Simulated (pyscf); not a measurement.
PySCF, gas phase, ωB97X-D3(BJ)/def2-SVP geometries.

**Question.** For HO–SiH(Cl)–Cl → O=Si(Cl)–Cl + hydrogen (H₂), an elimination (singlet surface; H–O, H–Si broken, H–H formed), PBE/def2-TZVP gives ΔE‡ = 58.7 kcal/mol and ΔE = +46.9 kcal/mol (zero: the reactant's lowest minimum found). In which direction and how far do PBE0-D3(BJ)/def2-TZVP, M06-2X/def2-TZVP, ωB97M-D3(BJ)/def2-TZVP move these?

**Answer.** PBE0-D3(BJ): ΔE‡ = 65.6 kcal/mol, ΔE = +54.8 kcal/mol; M06-2X: ΔE‡ = 70.2 kcal/mol, ΔE = +55.3 kcal/mol; ωB97M-D3(BJ): ΔE‡ = 67.8 kcal/mol, ΔE = +53.1 kcal/mol. PBE's barrier lies under all of them, by 7.0 to 11.5 kcal/mol. Its reaction energy lies under all of them, by 6.2 to 8.4 kcal/mol. Much of the shift in the barrier follows the reaction energy. At the saddle there is also a short H–Si contact that neither side keeps. One saddle was located; it need not be the lowest between these sides.
